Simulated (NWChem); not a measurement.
# Si2H6 anion, doublet; SMILES of the neutral closed-shell parent [SiH3][SiH3]

```xyz
8

Si     0.0002     1.2861     0.0005
Si     0.0002    -1.2861    -0.0005
H      0.0004     2.5749    -0.8904
H      1.1823     1.6076     0.8956
H     -1.1821     1.6076     0.8953
H     -1.1821    -1.6076    -0.8953
H      0.0004    -2.5749     0.8904
H      1.1823    -1.6076    -0.8956
```
Atoms are numbered in this order, from 1.

All runs: NWChem. Pople sets run with spherical d functions. Spin-unrestricted. Coordinates come from a B3LYP/def2-SVPD, spin-unrestricted optimisation. The spin multiplicity was typed, not searched, and may not be the lowest. No stability test was run on the SCF state. The gas-phase anion has a positive highest level at the geometry level, so the gas reference is doubtful. Level: PBE/6-31+G* with SMD (1 M gas to 1 M solution), gas-phase geometry. Reactions with the solvent are ignored.

```csv
solvent,dielectric constant,solvation free energy (kcal/mol),cavity-dispersion-structure term (kcal/mol)
water,78.4,-45.8,3.4
chlorobenzene,5.70,-41.1,0.0
ethylene glycol,40.2,-47.1,1.6
n-hexane,1.88,-23.8,-0.5
"N,N-dimethylformamide",37.2,-47.9,0.6
```
